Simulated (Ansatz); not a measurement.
Geometry optimisation, UKS r2SCAN-D4/def2-SVP in Ansatz 0.2.0.

The input (input.yaml):

```yaml
crystal:
  periodic: [false, false, false]
  atoms:
    - { symbol: Al, position_ang: [0.0, 2.0e-06, -0.336924] }
    - { symbol: F, position_ang: [0.0, -1.7e-05, 2.543211] }
    - { symbol: H, position_ang: [1.392707, 2.0e-06, -1.123983] }
    - { symbol: H, position_ang: [-1.392707, 2.0e-06, -1.123983] }
    - { symbol: Cl, position_ang: [0.0, 1.1e-05, 4.161679] }
magnetization:
  spin_polarized: true
  initial_magnetization: 1
basis:
  gaussian: { orbitals: def2-SVP }
hamiltonian:
  xc: r2scan
  dispersion: d4
relax:
  f_tol: 0.03
  max_steps: 50
output:
  orbitals: {}
```

Command:

```bash
$ ansatz run input.yaml --threads 2 --pin off --max-ram 3072MiB --backend cpu --events-out ev --progress --plain --runs-dir out
```

Problem. Where does it end, and by what steps?

Solution. It converged. After 8 steps the energy has fallen by 4.256 eV; F2 moved furthest, 0.95 Å. Parted: F2–Cl5 (1.62 → 2.59 Å). Joined: Al1–F2 (2.88 → 1.68 Å).

```
step  energy less start (eV)  largest force component (eV/Å)  accepted
   0                  0.0000                           3.829       yes
   1                 -0.3247                           4.912       yes
   2                 -0.9754                           7.104       yes
   3                 -2.1298                           8.525       yes
   4                 -3.6829                           4.113       yes
   5                 -4.1889                           1.367       yes
   6                 -4.2507                           0.563       yes
   7                 -4.2563                           0.060       yes
   8                 -4.2564                           0.004       yes
```

```xyz
5
Properties=species:S:1:pos:R:3
Al 0.000 0.000 -0.085
F 0.000 0.000 1.592
H 1.414 0.000 -0.783
H -1.414 0.000 -0.783
Cl 0.000 0.000 4.178
```

Whether the end is a true minimum wasn't checked by a vibrational analysis.

Time of the run: 44 s on 2 threads of Arm Neoverse V2, with other jobs on the host, peak memory 0.2 GiB.
